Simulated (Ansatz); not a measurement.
# CH5Si (SMILES C[SiH2]): UBCCD(T)/STO-3G

Aim: the vertical ionisation energy of CH5Si at UBCCD(T)/STO-3G, from 2 runs. 

The results are computed with Ansatz 0.2.0.

52 further runs of the same task are left out: 52 set aside as unsound or not needed.

## Step 1: The system as given

CH5Si: 7 atoms, total charge 0, spin state doublet. SMILES: `C[SiH2]`. The shape is that of a PBE0-D4/def2-TZVP optimisation.

Bond lengths: C1–Si2 1.875 Å, C1–H3 1.094 Å, C1–H4 1.092 Å, C1–H5 1.092 Å, Si2–H6 1.491 Å, Si2–H7 1.490 Å. Angles: C1–Si2–H6 111.8°, C1–Si2–H7 111.8°, Si2–C1–H3 110.5°, Si2–C1–H4 110.8°, Si2–C1–H5 110.8°, H6–Si2–H7 109.5°, H3–C1–H4 108.1°, H3–C1–H5 108.2°, H4–C1–H5 108.3°.

## Step 2: The energy at UBCCD(T)/STO-3G

The input, in.yaml:

```yaml
crystal:
  periodic: [false, false, false]
  atoms:
    - {symbol: C, position_ang: [-0.122600, -0.803200, 0.095200]}
    - {symbol: Si, position_ang: [0.176200, 1.034800, 0.314000]}
    - {symbol: H, position_ang: [-0.204800, -1.054900, -0.966600]}
    - {symbol: H, position_ang: [0.699200, -1.383300, 0.519500]}
    - {symbol: H, position_ang: [-1.047100, -1.107700, 0.589500]}
    - {symbol: H, position_ang: [-0.951500, 1.846400, -0.225700]}
    - {symbol: H, position_ang: [1.450600, 1.468000, -0.326000]}
basis:
  gaussian: {orbitals: STO-3G}
magnetization: {spin_polarized: true, initial_magnetization: 1}
accuracy: high
correlation: {method: bccd_t, frozen_orbitals: {C: 1, H: 0, Si: 5}}
scf: {omitted_lower_state_checks: [cluster_reference, increment]}
```

Run with:

```console
$ ansatz run in.yaml --threads 1 --pin off --max-ram 2610MiB --events-out events.jsonl --progress --plain --runs-dir runs
```

The log of the run, cut to the lines that bear on the results:

```text
Warning: RAYON_NUM_THREADS=1 ignored (pool sized by the plan → 1); use --threads N
Functional definition: HF
  name "HF"
[...]
334 factors; integrals over basis functions are off by at most 7.8e-9 eV
[...]
mean field -8867.28060979 eV, -325.8665519511 hartree, gradient 1.3e-8 eV, S^2 0.751991; 0 other end points of the search recorded, 0 dependent functions left out
6 core orbitals not correlated: weight in the atoms' cores, before any rotation towards them, 1.000 or more for the frozen orbitals, at most 0.000 for the correlated occupied ones
reference -8867.28060979 eV, -325.8665519511 hartree; 7, 6 occupied and 6, 7 virtual orbitals, 334 factors
second order -2.32076979 eV of doubles, -0.00000000 eV of singles
cycle   1  -2.91966948 eV  change   -6.0e-1 eV  update   5.9e-2
[...]
cycle  20  -3.24151480 eV  change  -4.0e-10 eV  update  6.4e-10
perturbative correction -0.01920372 eV, -0.0007057237 hartree
Total energy: -8870.54132831 eV, -325.9863811464 hartree
Checks for a lower state left out: cluster_reference, increment
```

Run time: 0.3 s. Hardware: 1 thread of Arm Neoverse V1, shared host.

## Step 3: The singlet cation, same level

The input, run.yaml:

```yaml
crystal:
  periodic: [false, false, false]
  atoms:
    - symbol: C
      position_ang: [-0.122600, -0.803200, 0.095200]
    - symbol: Si
      position_ang: [0.176200, 1.034800, 0.314000]
    - symbol: H
      position_ang: [-0.204800, -1.054900, -0.966600]
    - symbol: H
      position_ang: [0.699200, -1.383300, 0.519500]
    - symbol: H
      position_ang: [-1.047100, -1.107700, 0.589500]
    - symbol: H
      position_ang: [-0.951500, 1.846400, -0.225700]
    - symbol: H
      position_ang: [1.450600, 1.468000, -0.326000]
basis:
  gaussian: {orbitals: STO-3G}
scf: {omitted_lower_state_checks: [cluster_reference, increment]}
accuracy: high
total_charge: 1
correlation: {method: bccd_t, frozen_orbitals: {C: 1, H: 0, Si: 5}}
```

Run with:

```console
$ ansatz run run.yaml --threads 1 --pin off --max-ram 2610MiB --events-out events.jsonl --progress --plain --runs-dir runs
```

The log of the run, cut to the lines that bear on the results:

```text
Warning: RAYON_NUM_THREADS=1 ignored (pool sized by the plan → 1); use --threads N
Functional definition: HF
  name "HF"
[...]
334 factors; integrals over basis functions are off by at most 7.8e-9 eV
[...]
mean field -8861.74073086 eV, -325.6629651556 hartree, gradient 7.0e-8 eV, S^2 0.000000; 0 other end points of the search recorded, 0 dependent functions left out
6 core orbitals not correlated: weight in the atoms' cores, before any rotation towards them, 1.000 or more for the frozen orbitals, at most 0.000 for the correlated occupied ones
reference -8861.74073086 eV, -325.6629651556 hartree; 6, 6 occupied and 7, 7 virtual orbitals, 334 factors
second order -2.53662588 eV of doubles, -0.00000000 eV of singles
cycle   1  -3.16817357 eV  change   -6.3e-1 eV  update   6.5e-2
[...]
cycle  20  -3.50348473 eV  change    1.2e-9 eV  update  6.3e-10
perturbative correction -0.03315839 eV, -0.0012185482 hartree
Total energy: -8865.27737398 eV, -325.7929343929 hartree
Checks for a lower state left out: cluster_reference, increment
```

It took 0.24 s on 1 thread of Arm Neoverse V1, shared host.

## Step 4: What came out

Level: UBCCD(T)/STO-3G, 6 core orbitals frozen.

```
                                                   quantity          value
                                doublet CH5Si: total energy  -325.98638 Eh
 doublet CH5Si: correlation energy (6 core orbitals frozen)     -119.8 mEh
                              doublet CH5Si: (T) correction      -0.71 mEh
           doublet CH5Si: ⟨S²⟩ of the reference determinant          0.752
                               singlet cation: total energy  -325.79293 Eh
singlet cation: correlation energy (6 core orbitals frozen)     -130.0 mEh
                             singlet cation: (T) correction      -1.22 mEh
         vertical ionisation energy (to the singlet cation)       5.264 eV
```

What this shows: Removing an electron at fixed nuclei costs 5.26 eV (508 kJ/mol). Only the singlet of the ionised species was computed; a triplet could lie lower. In a minimal basis such a difference can be off by several eV, whatever the method. The triples (doublet CH5Si) make up 0.6 % of the correlation energy. The triples (singlet cation) make up 0.9 % of the correlation energy.
